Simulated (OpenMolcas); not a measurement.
# CH3F (fluoromethane): a chain of runs

Wanted: a single-point energy (HF/ANO-RCC-MB), then a single-point energy (CASSCF(2,2)/ANO-RCC-VDZP), then the energy along one coordinate (CASPT2(2,2)/ANO-RCC-VDZP), then the energy along one coordinate (SC-NEVPT2(2,2)/ANO-RCC-VDZP), then the energy along one coordinate (MC-PDFT[tPBE](2,2)/ANO-RCC-VDZP) of CH3F (fluoromethane). 

Program for the calculation: OpenMolcas 26.06.

### Step 1. The system as given

The species is CH3F (5 atoms), meant as a singlet with charge 0. As SMILES, `CF`. The coordinates come from a PBE0-D4/def2-TZVP relaxation.

Bond lengths: C1–F2 1.376 Å, C1–H3 1.092 Å, C1–H4 1.092 Å, C1–H5 1.092 Å. Angles: F2–C1–H3 109.1°, F2–C1–H4 109.1°, F2–C1–H5 109.1°, H3–C1–H4 109.9°, H3–C1–H5 109.9°, H4–C1–H5 109.9°.

### Step 2. A single-point energy at HF/ANO-RCC-MB (DKH2) (run 1)

The input, coord.xyz:

```xyz
5

C     -0.050700     0.032900     0.007800
F      1.094100    -0.710500    -0.168600
H     -0.918700    -0.626900    -0.058000
H     -0.104800     0.796000    -0.772000
H     -0.019800     0.508500     0.990700
```

The input, step1.input:

```
&GATEWAY
  Coord=coord.xyz
  Basis=ANO-RCC-MB
  Group=NoSym

&SEWARD

&SCF
  PrOrbitals=0

&LOCALISATION
  Occupied
  Freeze
  Pipek-Mezey

&LOCALISATION
  FileOrb=$Project.LocOrb
  Virtual
  Pipek-Mezey
```

Run with:

```
export MOLCAS_MEM=1860
pymolcas step1.input > step1.log
```

The program printed:

```text
--- Start Module: gateway ---
[...]
--- Stop Module: gateway /rc=_RC_ALL_IS_WELL_ ---
[...]
      Basis functions           13
[...]
       Convergence after   8 Iterations
[...]
::    Total SCF energy                               -139.0529713835
[...]
      Total spin, S                                     0.0000000000
[...]
      Total electronic charge=   18.000000
      Total            charge=   -0.000000
[...]
      Dipole Moment (debye):
      Origin of the operator (angstrom)=    0.5622   -0.3651   -0.0866
                   X= -1.6665E+00               Y=  1.0823E+00               Z=  2.5677E-01           Total=  2.0036E+00
      Quadrupole Moment (debye*angstrom):
[...]
--- Start Module: localisation ---
[...]
--- Stop Module: localisation /rc=_RC_ALL_IS_WELL_ ---
--- Start Module: localisation ---
[...]
--- Stop Module: localisation /rc=_RC_ALL_IS_WELL_ ---
[...]
```

It took 1.7 s on 1 thread of Arm Neoverse V2, shared host; peak memory 0.37 GiB.

### Step 3. The energy at CASSCF(2,2)/ANO-RCC-VDZP (DKH2) (run 2)

coord.xyz is that of step 2.

The input, step2.inp:

```
* CH3F CASSCF
>>> EXPORT MOLCAS_PRINT=2
&GATEWAY
Coord=coord.xyz
Basis=ANO-RCC-MB
Group=NoSym
&SEWARD
&RASSCF
FileOrb=$CurrDir/step1.LocOrb
Alter=1
1 7 9
Spin=1
Nactel=2 0 0
Inactive=8
Ras2=2
OrbListing=Nothing
>>> COPY $Project.RunFile RUNFIL1
>>> COPY $Project.RasOrb INPORB
&GATEWAY
Coord=coord.xyz
Basis=ANO-RCC-VDZP
Group=NoSym
&SEWARD
>>> COPY $Project.RunFile RUNFIL2
&EXPBAS
&RASSCF
FileOrb=$Project.ExpOrb
Spin=1
Nactel=2 0 0
Inactive=8
Ras2=2
OrbListing=Nothing
OrbAppear=Compact
```

Run with:

```
export MOLCAS_MEM=1860
pymolcas step2.inp > step2.log
```

The program printed:

```text
--- Start Module: gateway ---
[...]
--- Stop Module: gateway /rc=_RC_ALL_IS_WELL_ ---
[...]
      Basis functions           13
[...]
      Number of active orbitals                  2
[...]
      Spin quantum number                      0.0
[...]
      Active orbitals                            2
[...]
      Number of CSFs                             3
[...]
      Number of root(s) required                 1
[...]
      Convergence after  9 iterations
[...]
      printout of CI-coefficients larger than  0.05 for root  1
      energy=    -139.074425
      conf/sym  11     Coeff  Weight
             1  20   0.99317 0.98638
             3  02  -0.11672 0.01362
      Natural orbitals and occupation numbers for root  1
      sym 1:   1.972754   0.027246
      ************************************************************************************************************************
      *                                                    Final results                                                     *
[...]
::    RASSCF root number  1 Total energy:   -139.07442550
[...]
      Basis functions           43
[...]
--- Start Module: expbas ---
[...]
--- Stop Module: expbas /rc=_RC_ALL_IS_WELL_ ---
--- Start Module: rasscf ---
[...]
      Convergence after 15 iterations
[...]
      Natural orbitals and occupation numbers for root  1
      sym 1:   1.976442   0.023558
      ************************************************************************************************************************
      *                                                    Final results                                                     *
[...]
::    RASSCF root number  1 Total energy:   -139.22254487
[...]
      Total electronic charge=   18.000000
      Total            charge=   -0.000000
[...]
      Dipole Moment (debye):
      Origin of the operator (angstrom)=    0.5622   -0.3651   -0.0866
                   X= -1.6609E+00               Y=  1.0785E+00               Z=  2.5593E-01           Total=  1.9969E+00
      Quadrupole Moment (debye*angstrom):
[...]
--- Stop Module: rasscf /rc=_RC_ALL_IS_WELL_ ---
[...]
```

It took 4.2 s on 1 thread of Arm Neoverse V2, shared host; peak memory 0.38 GiB.

### Step 4. An energy scan at CASPT2(2,2)/ANO-RCC-VDZP (DKH2, ipea shift 0.25 Eh, pt2 variant SS) (run 3)

The input, step3.input:

```
>>> COPY $CurrDir/step2.RasOrb $Project.RasOrb
>>> ForEach K in (1, 2, 3, 4, 5, 6, 7, 8, 9)

&GATEWAY
 Coord=$CurrDir/point$K.xyz
 Basis=ANO-RCC-VDZP
 Group=NoSym

&SEWARD

&RASSCF
 FileOrb=$Project.RasOrb
 Spin=1
 Nactel=2 0 0
 Inactive=8
 Ras2=2
 OrbListing=Nothing
 OrbAppear=Compact

&CASPT2
 Imaginary=0.2
 Frozen=2
>>> EndDo
```

Run with:

```
export MOLCAS_MEM=1860
pymolcas step3.input > step3.log
```

The program printed, cut to the lines that bear on the results:

```text
[...]
      Basis functions           43
[...]
      Number of active orbitals                  2
[...]
      Spin quantum number                      0.0
[...]
      Active orbitals                            2
[...]
      Number of CSFs                             3
[...]
      Number of root(s) required                 1
[...]
      Convergence after 12 iterations
[...]
      Natural orbitals and occupation numbers for root  1
      sym 1:   1.986319   0.013681
      ************************************************************************************************************************
      *                                                    Final results                                                     *
[...]
::    RASSCF root number  1 Total energy:   -139.20219381
[...]
      E2 (Variational):          -0.3134518934
[...]
::    CASPT2 Root  1     Total energy:   -139.51564570
[...]
      Convergence after 11 iterations
[...]
      Natural orbitals and occupation numbers for root  1
      sym 1:   1.976474   0.023526
      ************************************************************************************************************************
      *                                                    Final results                                                     *
[...]
      Convergence after 16 iterations
[...]
      Natural orbitals and occupation numbers for root  1
      sym 1:   1.660656   0.339344
      ************************************************************************************************************************
      *                                                    Final results                                                     *
[...]
      Convergence after 13 iterations
[...]
      Natural orbitals and occupation numbers for root  1
      sym 1:   1.387598   0.612402
      ************************************************************************************************************************
      *                                                    Final results                                                     *
[...]
      Convergence after  9 iterations
[...]
::    RASSCF root number  1 Total energy:   -139.07494929
[...]
::    CASPT2 Root  1     Total energy:   -139.35625849
[...]
      Convergence after  8 iterations
[...]
::    RASSCF root number  1 Total energy:   -139.07325910
[...]
      E2 (Variational):          -0.2793907752
[...]
::    CASPT2 Root  1     Total energy:   -139.35264987
[...]
```

Run time: 24 s. Hardware: 1 thread of Arm Neoverse V2, shared host; peak memory 0.38 GiB.

The scan, from its lowest point:

```csv
F2–C1 (Å),energy (kJ/mol)
1.239,54.6
1.376,0.0
1.514,19.8
1.720,101.9
1.996,227.5
2.340,354.1
2.753,438.0
3.303,473.1
4.129,482.6
```

### Step 5. The energy along one coordinate at SC-NEVPT2(2,2)/ANO-RCC-VDZP (DKH2, pt2 variant SC-NEVPT2) (run 4)

The input, step4.input:

```
* CH3F NEVPT2
>>> COPY $CurrDir/step2.RasOrb $Project.RasOrb
>>> ForEach K in (1, 2, 3, 4, 5, 6, 7, 8, 9)

&GATEWAY
 COORD = $CurrDir/point$K.xyz
 BASIS = ANO-RCC-VDZP
 GROUP = NoSym

&SEWARD

&RASSCF
 FILEORB = $Project.RasOrb
 SPIN = 1
 NACTEL = 2 0 0
 INACTIVE = 8
 RAS2 = 2
 ORBLISTING = Nothing
 ORBAPPEAR = Compact

&CASPT2
 SC-NEVPT2
 FROZEN = 2
>>> EndDo
```

Run with:

```
export MOLCAS_MEM=1860
pymolcas step4.input > step4.log
```

The program printed, cut to the lines that bear on the results:

```text
[...]
      Basis functions           43
[...]
      Number of active orbitals                  2
[...]
      Spin quantum number                      0.0
[...]
      Active orbitals                            2
[...]
      Number of CSFs                             3
[...]
      Number of root(s) required                 1
[...]
      Convergence after 12 iterations
[...]
      Natural orbitals and occupation numbers for root  1
      sym 1:   1.986319   0.013681
      ************************************************************************************************************************
      *                                                    Final results                                                     *
[...]
::    RASSCF root number  1 Total energy:   -139.20219381
[...]
      E2 (Variational):          -0.3116784610
[...]
::    SC-NEVPT2 Root  1     Total energy:   -139.51376385
[...]
      Convergence after 11 iterations
[...]
      Natural orbitals and occupation numbers for root  1
      sym 1:   1.976474   0.023526
      ************************************************************************************************************************
      *                                                    Final results                                                     *
[...]
      Convergence after 16 iterations
[...]
      Natural orbitals and occupation numbers for root  1
      sym 1:   1.660656   0.339344
      ************************************************************************************************************************
      *                                                    Final results                                                     *
[...]
      Convergence after 13 iterations
[...]
      Natural orbitals and occupation numbers for root  1
      sym 1:   1.387598   0.612402
      ************************************************************************************************************************
      *                                                    Final results                                                     *
[...]
      Convergence after  9 iterations
[...]
::    RASSCF root number  1 Total energy:   -139.07494929
[...]
::    SC-NEVPT2 Root  1     Total energy:   -139.35100166
[...]
      Convergence after  8 iterations
[...]
::    RASSCF root number  1 Total energy:   -139.07325910
[...]
      E2 (Variational):          -0.2744709886
[...]
::    SC-NEVPT2 Root  1     Total energy:   -139.34773008
[...]
```

Wall time 24 s (1 thread of Arm Neoverse V2, shared host); peak memory 0.38 GiB.

The scan, from its lowest point:

| F2–C1 (Å) | energy (kJ/mol) |
| --- | --- |
| 1.239 | 60.8 |
| 1.376 | 0.0 |
| 1.514 | 15.7 |
| 1.720 | 96.5 |
| 1.996 | 227.7 |
| 2.340 | 365.5 |
| 2.753 | 454.1 |
| 3.303 | 488.2 |
| 4.129 | 496.7 |

### Step 6. An energy scan at MC-PDFT[tPBE](2,2)/ANO-RCC-VDZP (DKH2) (run 5)

The input, step5.inp:

```
>>> COPY $CurrDir/step2.RasOrb $Project.RasOrb
>>> ForEach K in (1, 2, 3, 4, 5, 6, 7, 8, 9)

&gateway
 coord = $CurrDir/point$K.xyz
 basis = ANO-RCC-VDZP
 group = NoSym

&seward

&rasscf
 fileorb = $Project.RasOrb
 spin = 1
 nactel = 2 0 0
 inactive = 8
 ras2 = 2
 orblisting = Nothing
 orbappear = Compact

&mcpdft
 ksdft = T:PBE
>>> EndDo
```

Run with:

```
export MOLCAS_MEM=1860
pymolcas step5.inp > step5.log
```

The program printed, cut to the lines that bear on the results:

```text
--- Start Module: gateway ---
[...]
      Basis functions           43
[...]
      Number of active orbitals                  2
[...]
      Spin quantum number                      0.0
[...]
      Active orbitals                            2
[...]
      Number of CSFs                             3
[...]
      Number of root(s) required                 1
[...]
      Convergence after 12 iterations
[...]
      Natural orbitals and occupation numbers for root  1
      sym 1:   1.986319   0.013681
      ************************************************************************************************************************
      *                                                    Final results                                                     *
[...]
::    RASSCF root number  1 Total energy:   -139.20219381
[...]
::    MCPDFT root number  1 Total energy:   -139.71198881
[...]
      Convergence after 11 iterations
[...]
      Natural orbitals and occupation numbers for root  1
      sym 1:   1.976474   0.023526
      ************************************************************************************************************************
      *                                                    Final results                                                     *
[...]
      Convergence after 16 iterations
[...]
      Natural orbitals and occupation numbers for root  1
      sym 1:   1.660656   0.339344
      ************************************************************************************************************************
      *                                                    Final results                                                     *
[...]
      Convergence after 13 iterations
[...]
      Natural orbitals and occupation numbers for root  1
      sym 1:   1.387598   0.612402
      ************************************************************************************************************************
      *                                                    Final results                                                     *
[...]
      Convergence after  9 iterations
[...]
::    RASSCF root number  1 Total energy:   -139.07494929
[...]
::    MCPDFT root number  1 Total energy:   -139.53357063
[...]
      Convergence after  8 iterations
[...]
::    RASSCF root number  1 Total energy:   -139.07325910
[...]
      Total electronic charge=   18.000000
      Total            charge=   -0.000000
[...]
::    MCPDFT root number  1 Total energy:   -139.53001036
[...]
```

It took 27 s on 1 thread of Arm Neoverse V2, shared host; peak memory 0.38 GiB.

The scan, from its lowest point:

| F2–C1 (Å) | energy (kJ/mol) |
| --- | --- |
| 1.239 | 52.7 |
| 1.376 | 0.0 |
| 1.514 | 20.3 |
| 1.720 | 102.1 |
| 1.996 | 229.6 |
| 2.340 | 371.5 |
| 2.753 | 477.5 |
| 3.303 | 521.1 |
| 4.129 | 530.5 |

### Step 7. What came out

```
                                                         quantity          value
                               run 1, HF/ANO-RCC-MB: total energy  -139.05297 Eh
                              run 1, HF/ANO-RCC-MB: dipole moment         2.00 D
                                run 1, HF/ANO-RCC-MB: HOMO energy      -15.15 eV
                                run 1, HF/ANO-RCC-MB: LUMO energy       10.71 eV
                              run 1, HF/ANO-RCC-MB: HOMO–LUMO gap       25.86 eV
                    run 2, CASSCF(2,2)/ANO-RCC-VDZP: total energy  -139.22254 Eh
  run 2, CASSCF(2,2)/ANO-RCC-VDZP: dipole moment (CASSCF density)         2.00 D
       run 3, CASPT2(2,2)/ANO-RCC-VDZP: lowest energy of the scan  -139.53645 Eh
    run 4, SC-NEVPT2(2,2)/ANO-RCC-VDZP: lowest energy of the scan  -139.53693 Eh
run 5, MC-PDFT[tPBE](2,2)/ANO-RCC-VDZP: lowest energy of the scan  -139.73207 Eh
```

In words: Mulliken charges (run 1, HF/ANO-RCC-MB) run from -0.32 on F2 to +0.19 on H3. Mulliken charges (run 2, CASSCF(2,2)/ANO-RCC-VDZP) run from -0.33 on F2 to +0.54 on C1.
